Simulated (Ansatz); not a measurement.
Task: a rigid scan of one bond length of C2H4FO, SMILES [O]CCF, with Ansatz's Python interface. Give the script and its output. Level of theory (for the species named): r2scan0, def2-SVP basis, multiplicity 2.

```yaml
atoms:
  - { symbol: O, position_ang: [-1.1470, 1.2626, -0.0116] }
  - { symbol: C, position_ang: [-0.0057, 0.7741, 0.2124] }
  - { symbol: C, position_ang: [-0.0779, -0.7258, -0.1621] }
  - { symbol: F, position_ang: [0.2675, -0.9048, -1.4833] }
  - { symbol: H, position_ang: [0.3591, 0.7947, 1.2370] }
  - { symbol: H, position_ang: [0.8661, 1.1932, -0.3338] }
  - { symbol: H, position_ang: [-0.9653, -1.2151, 0.1111] }
  - { symbol: H, position_ang: [0.7955, -1.2360, 0.3746] }
```

Script `scan_c2h4fo.py`:
```python
# -*- coding: utf-8 -*-
"""Potential curve of C2H4FO along one bond."""

import ansatz as az
from ase import Atoms
import numpy as np

SETTINGS = {
    "basis_set": "def2-SVP",
    "xc": "r2scan0",
}

atoms = Atoms(["O", "C", "C", "F", "H", "H", "H", "H"], positions=[
    (-1.147, 1.2626, -0.0116),
    (-0.0057, 0.7741, 0.2124),
    (-0.0779, -0.7258, -0.1621),
    (0.2675, -0.9048, -1.4833),
    (0.3591, 0.7947, 1.237),
    (0.8661, 1.1932, -0.3338),
    (-0.9653, -1.2151, 0.1111),
    (0.7955, -1.236, 0.3746),
])
geometry = az.Crystal.molecule_from_ase(atoms)

symbols = [site.symbol for site in geometry.cartesian_sites]
start = np.array([site.position_ang for site in geometry.cartesian_sites])
axis = (start[3] - start[2]) / np.linalg.norm(start[3] - start[2])
moving = [3]
lengths, energies = [1.17, 1.27, 1.38, 1.52, 1.72, 2.07, 2.48, 3.03], []
for length in lengths:
    xyz = start.copy()
    xyz[moving] += (length - np.linalg.norm(start[3] - start[2])) * axis
    point = az.Crystal.molecule()
    for symbol, xyz in zip(symbols, xyz):
        point = point.atom(symbol, xyz.tolist())
    calc = (
        point.calculation()
        .basis(gaussian=SETTINGS["basis_set"])
        .functional(SETTINGS["xc"])
        .spin("collinear", total=1)
    )
    data = calc.run().report
    energies.append(data["free_energy_ev"])
    print(f"r = {length:6.3f} A  E = {energies[-1]:.5f} eV  <S^2> = {abs(data['mean_field']['state']['spin_squared']):.3f}")

print("energy above the lowest point (eV):", [round(e - min(energies), 3) for e in energies])
```

Running `python scan_c2h4fo.py` prints:
```text
r =  1.170 A  E = -6889.48245 eV  <S^2> = 0.757
r =  1.270 A  E = -6890.39262 eV  <S^2> = 0.756
r =  1.380 A  E = -6890.59700 eV  <S^2> = 0.756
r =  1.520 A  E = -6890.24432 eV  <S^2> = 0.756
r =  1.720 A  E = -6889.28284 eV  <S^2> = 0.756
r =  2.070 A  E = -6887.53638 eV  <S^2> = 0.932
r =  2.480 A  E = -6886.50497 eV  <S^2> = 1.428
r =  3.030 A  E = -6886.00712 eV  <S^2> = 1.665
energy above the lowest point (eV): [1.115, 0.204, 0.0, 0.353, 1.314, 3.061, 4.092, 4.59]
```

Total energies depend on the basis set; only differences at equal settings carry meaning. The rest of the molecule is held rigid at a force-field or estimated start geometry, and the basis set is modest; single-reference methods fail as a bond breaks. The species is open-shell (spin multiplicity 2). The expectation value of S² is noticeably off S(S+1) in at least one run, so that state is spin-contaminated. Wall time of the script: 5.3 min on 1 thread of Arm Neoverse V1 (shared host), peak memory 0.32 GiB.

(A comment or docstring line of the script was reworded after the run, the code is as it ran; lines on the test bed's own set-up are left out of the output.)
